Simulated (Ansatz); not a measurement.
Geometry optimisation, Ansatz 0.2.0, RKS PBE0/cc-pVDZ.

Input:

```yaml
crystal:
  periodic: [false, false, false]
  atoms:
    - { symbol: C, position_ang: [-0.8457, 1.51908, -0.34879] }
    - { symbol: "N", position_ang: [-0.58037, 0.3564, 0.04387] }
    - { symbol: C, position_ang: [0.65342, -0.29642, -0.07995] }
    - { symbol: O, position_ang: [0.44347, -1.65654, 0.5248] }
    - { symbol: H, position_ang: [-0.1423, 2.18392, -0.84363] }
    - { symbol: H, position_ang: [-1.55089, 0.24051, 0.3992] }
    - { symbol: H, position_ang: [1.47539, 0.143, 0.49689] }
    - { symbol: H, position_ang: [0.98032, -0.494, -1.10718] }
    - { symbol: H, position_ang: [-0.28778, -2.10038, 0.03496] }
    - { symbol: H, position_ang: [0.1528, -1.53612, 1.45876] }
total_charge: 1
basis:
  gaussian: { orbitals: cc-pVDZ }
hamiltonian:
  xc: pbe0
relax:
  f_tol: 0.02
  max_steps: 50
```

Command:

```bash
$ ansatz run input.yaml --threads 2 --pin off --max-ram 3072MiB --backend cpu --events-out ev --progress --plain --runs-dir out
```

Problem. Where does it end, and by what steps?

Solution. The forces met the threshold. After 20 steps the energy has fallen by 1.619 eV; H5 moved furthest, 1.50 Å.

| step | energy less start (eV) | largest force component (eV/Å) | accepted |
| --- | --- | --- | --- |
| 0 | 0.0000 | 5.308 | yes |
| 1 | -0.6913 | 1.956 | yes |
| 2 | -1.1738 | 1.413 | yes |
| 3 | -1.0469 | 1.876 | no |
| 4 | -1.2616 | 0.278 | yes |
| 5 | -1.2753 | 0.138 | yes |
| 6 | -1.2996 | 0.390 | yes |
| 7 | -1.3429 | 0.467 | yes |
| 8 | -1.3908 | 0.869 | yes |
| 9 | -1.4888 | 0.571 | yes |
| 10 | -1.5548 | 0.305 | yes |
| 11 | -1.5704 | 0.423 | yes |
| 12 | -1.5734 | 0.597 | yes |
| 13 | -1.6040 | 0.446 | yes |
| 14 | -1.6153 | 0.126 | yes |
| 15 | -1.6155 | 0.114 | yes |
| 16 | -1.6177 | 0.057 | yes |
| 17 | -1.6186 | 0.034 | yes |
| 18 | -1.6190 | 0.029 | yes |
| 19 | -1.6191 | 0.030 | yes |
| 20 | -1.6191 | 0.016 | yes |

```xyz
10
Properties=species:S:1:pos:R:3
C -1.121 1.235 -0.771
N -0.518 0.684 0.290
C 0.673 -0.062 0.306
O 0.381 -1.597 0.189
H -0.487 0.967 -1.656
H -0.945 0.858 1.204
H 1.241 -0.025 1.244
H 1.292 0.102 -0.582
H -0.141 -1.822 -0.610
H -0.077 -1.981 0.965
```

Run time: 43 s on 2 threads of Intel(R) Xeon(R) Platinum 8259CL CPU @ 2.50GHz (Skylake/Cascade Lake), with other jobs on the host, peak memory 0.17 GiB.
